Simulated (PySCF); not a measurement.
1-methylcyclopropene, C4H6.
SMILES: `CC1=CC1`

The calculation used PBE0/def2-SVPD in PySCF (dipole) on a GFN2-xTB geometry, gas phase.

Masses are those of the commonest isotopes; rigid-rotor values at the optimised geometry. 

Q: What are A, B and C (MHz)?

A: Ia = 24.26, Ib = 78.66, Ic = 96.48 u·Å²; 505379 MHz·u·Å²/I gives A = 20834, B = 6425, C = 5238 MHz.

Q: What kind of rotor is it?

A: An asymmetric top. Ray's parameter κ = (2B − A − C)/(A − C) = -0.848; −1 is the prolate and +1 the oblate limit.

Q: What does the inertial defect say?

A: Not planar: Δ = Ic − Ia − Ib = -6.44 u·Å². For a rigid frame Δ = −2 Σ m c², so Σ m c² = 3.22 u·Å² lies off the ab plane, practically all of it from hydrogen. The atom farthest from that plane is 0.91 Å away.

Q: Give the other two planar moments, Paa and Pbb, and the rms extents of the mass along the axes.

A: Paa = Σ m a² = (Ib + Ic − Ia)/2 = 75.44 and Pbb = Σ m b² = (Ia + Ic − Ib)/2 = 21.04 u·Å². With the mass M = 54.05 u, the rms extents √(P/M) along a, b and c are 1.18, 0.62, 0.24 Å.

Q: Give the coordinates in the principal-axis frame, origin at the centre of mass.

A: The sense of each axis is arbitrary; atoms in the order of the calculation.
```json
{"atom": "C1", "mass (u)": "12.000", "a (Å)": "-1.648", "b (Å)": "-0.070", "c (Å)": "0.000"}
{"atom": "C2", "mass (u)": "12.000", "a (Å)": "-0.190", "b (Å)": "0.080", "c (Å)": "0.000"}
{"atom": "C3", "mass (u)": "12.000", "a (Å)": "0.900", "b (Å)": "0.785", "c (Å)": "0.000"}
{"atom": "C4", "mass (u)": "12.000", "a (Å)": "1.090", "b (Å)": "-0.706", "c (Å)": "0.000"}
{"atom": "H5", "mass (u)": "1.008", "a (Å)": "-1.963", "b (Å)": "-0.635", "c (Å)": "-0.878"}
{"atom": "H6", "mass (u)": "1.008", "a (Å)": "-2.138", "b (Å)": "0.902", "c (Å)": "-0.005"}
{"atom": "H7", "mass (u)": "1.008", "a (Å)": "-1.964", "b (Å)": "-0.626", "c (Å)": "0.883"}
{"atom": "H8", "mass (u)": "1.008", "a (Å)": "1.412", "b (Å)": "1.715", "c (Å)": "0.000"}
{"atom": "H9", "mass (u)": "1.008", "a (Å)": "1.417", "b (Å)": "-1.206", "c (Å)": "-0.906"}
{"atom": "H10", "mass (u)": "1.008", "a (Å)": "1.417", "b (Å)": "-1.206", "c (Å)": "0.906"}
```

Q: List the rotational levels J(Ka,Kc) to J = 2 (MHz).

A: Above 0(0,0):
J = 1: 1(0,1) 11664, 1(1,1) 26072, 1(1,0) 27259
J = 2: 2(0,2) 34920, 2(1,2) 48212, 2(1,1) 51773, 2(2,1) 94998, 2(2,0) 95068
The levels of one J sum to (2J + 1)J(J + 1)(A + B + C)/3.

Q: Which lines would a microwave search look for?

A: The dipole components are |μa| = 0.85 D, |μb| = 0.28 D, |μc| = 0.00 D; the mirror of this Cs structure is the ab plane, so μc vanishes by symmetry and there are no c-type lines. The squared components, which scale the intensities, stand as 1.00 : 0.11 (a : b). Some lines, for components of 0.1 D or more:

```tsv
type	branch	J(Ka,Kc)	MHz	lower level (cm⁻¹)
a	Q	1(1,0) ← 1(1,1)	1187	0.870
a	Q	2(1,1) ← 2(1,2)	3560	1.608
b	R	2(0,2) ← 1(1,1)	8848	0.870
b	Q	1(1,0) ← 1(0,1)	15595	0.389
b	Q	2(1,1) ← 2(0,2)	16852	1.165
b	R	3(0,3) ← 2(1,2)	21419	1.608
a	R	2(0,2) ← 1(0,1)	23257	0.389
a	R	2(1,1) ← 1(1,0)	24514	0.909
b	R	1(1,1) ← 0(0,0)	26072	0.000
a	R	3(1,3) ← 2(1,2)	33168	1.608
a	R	3(0,3) ← 2(0,2)	34711	1.165
a	R	3(2,1) ← 2(2,0)	35270	3.171
b	Q	3(2,1) ← 3(1,2)	41841	2.952
b	Q	2(2,0) ← 2(1,1)	43296	1.727
b	R	3(1,3) ← 2(0,2)	46460	1.165
b	Q	2(2,1) ← 2(1,2)	46785	1.608
b	R	2(2,0) ← 1(1,1)	68996	0.870
b	Q	3(3,0) ← 3(2,1)	74704	4.348
b	Q	3(3,1) ← 3(2,2)	75052	4.336
b	R	3(2,2) ← 2(1,1)	78216	1.727
b	R	3(2,1) ← 2(1,2)	82126	1.608
b	R	3(3,1) ← 2(2,0)	109972	3.171
b	R	3(3,0) ← 2(2,1)	110045	3.169
```

No GFN2-xTB frequencies stand behind this structure, so it isn't proved a minimum. Zero-point vibration and centrifugal distortion are left out. A rigid rotor knows nothing of internal rotation, which can split or shift real lines.
